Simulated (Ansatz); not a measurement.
Reaction (atomization): `F[C]F` → C• + 2 F•

Program: Ansatz. Geometries: PBE0-D4/def2-TZVP. ΔE: electronic, gas phase. CBS: def2 TZ/QZ extrapolation, frozen cores. Functionals use def2-TZVPP. Open shells (•) are unrestricted, without spin–orbit coupling. Spin–orbit coupling would lower the free atoms: a little for C, F.

Q: What is ΔE at CCSD(T)/CBS? (Estimate.)

A: Computed: +1077.8 kJ/mol.

Q: What do these levels give: PBE0-D4, r2SCAN0-D4, ωB97X-V, ωB97M-V, PBE-QIDH, BLYP, HF/def2-SVP, CCSD/def2-SVP, MP2/def2-QZVPP, MP2/cc-pV(D+d)Z, CCSD/cc-pV(D+d)Z, CCSD(T)/cc-pV(Q+d)Z? (Estimate.)

A: Ansatz gave: PBE0-D4 1082.0, r2SCAN0-D4 1024.9, ωB97X-V 1087.2, ωB97M-V 1094.8, PBE-QIDH 1058.5, BLYP 1104.4, HF/def2-SVP 667.5, CCSD/def2-SVP 992.5, MP2/def2-QZVPP 1123.1, MP2/cc-pV(D+d)Z 1015.6, CCSD/cc-pV(D+d)Z 940.0, CCSD(T)/cc-pV(Q+d)Z 1064.9 kJ/mol.

Largest T1 diagnostic among the species: 0.017.

From BLYP to BHLYP (50 % exact exchange), in def2-TZVPP and without D4, ΔE moves by −126.6 kJ/mol: exact exchange takes away binding that semilocal exchange gives to molecules. The D4 term adds +3.3 kJ/mol with B3LYP and +1.6 kJ/mol with PBE0; it sums over pairs of atoms, weighted by their polarisabilities, and B3LYP, whose exchange is more repulsive, gets the larger term.

B3LYP here is the variant with VWN-RPA as its local correlation; programs differ in this.
